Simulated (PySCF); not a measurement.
**hydrogen chloride in clusters of hydrogen fluoride**

Gas-phase clusters of one hydrogen chloride with n hydrogen fluoride, each in one structure from a short search with a few starts, optimised by PBE0-D3(BJ)/def2-TZVPD; other arrangements may lie lower. Binding energies from relaxed separate molecules, wB97M-D3(BJ)/def2-TZVPD, counterpoise-corrected, in kcal/mol (PySCF).

Frequency runs check only 1 of the 3 structures; these show no clear imaginary mode.

Q: How does binding build up with each further hydrogen fluoride?

A: 
| n | binding energy | gain of the last molecule |
| --- | --- | --- |
| 1 | -3.0 | -3.0 |
| 2 | -11.5 | -8.6 |
| 3 | -21.8 | -10.3 |

The energies hold the contacts among the hydrogen fluoride molecules too.

The 3 runs behind this took 4 min in all, one thread each of Arm Neoverse N1 on a shared host, launched as `OMP_NUM_THREADS=1 python cluster_run.py task.json out`.
